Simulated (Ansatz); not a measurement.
The input, for Ansatz 0.2.0:

```yaml
crystal:
  periodic: [false, false, false]
  atoms:
    - {symbol: C, position_ang: [0.000000, 0.000000, 2.027567]}
    - {symbol: P, position_ang: [0.000000, 0.000000, -0.077161]}
    - {symbol: H, position_ang: [0.000000, 0.000000, -1.950405]}
basis:
  gaussian: {orbitals: 6-31G}
magnetization: {spin_polarized: true, initial_magnetization: 0}
hamiltonian: {xc: {name: BLYP}}
```

```sh
$ ansatz run in.yaml --threads 1 --pin off --events-out ev --progress --plain --max-ram 2393MiB
```

(1) Roughly how long does this take on 1 thread of Arm Neoverse V2, shared host, and how much host memory?

```
299 factors; integrals over basis functions are off by at most 2.7e-4 eV
mean field evaluation 1: about -10330.4267 eV, gradient 2.0e1 eV
mean field evaluation 2: about -10284.5103 eV, gradient 6.0e1 eV
mean field evaluation 4: about -10325.4399 eV, gradient 3.3e1 eV
mean field evaluation 8: about -10332.8448 eV, gradient 2.0e-3 eV
mean field evaluation 16: about -10332.8719 eV, gradient 2.6e-1 eV
mean field evaluation 32: about -10331.5704 eV, gradient 5.1e-3 eV
mean field evaluation 64: about -10328.6327 eV, gradient 2.0e0 eV
mean field evaluation 96: about -10331.7060 eV, gradient 4.7e0 eV
mean field -10332.87350536 eV, -379.7260974487 hartree, gradient 2.5e-5 eV, S^2 0.358458; 17 other end points of the search recorded, 0 dependent functions left out
reference -10332.87376302 eV, -379.7261069175 hartree; 11, 11 occupied and 13, 13 virtual orbitals, 299 factors
Total energy: -10332.87376302 eV, -379.7261069175 hartree
```

Answers

(1) 2.7 s wall and 0.15 GiB.
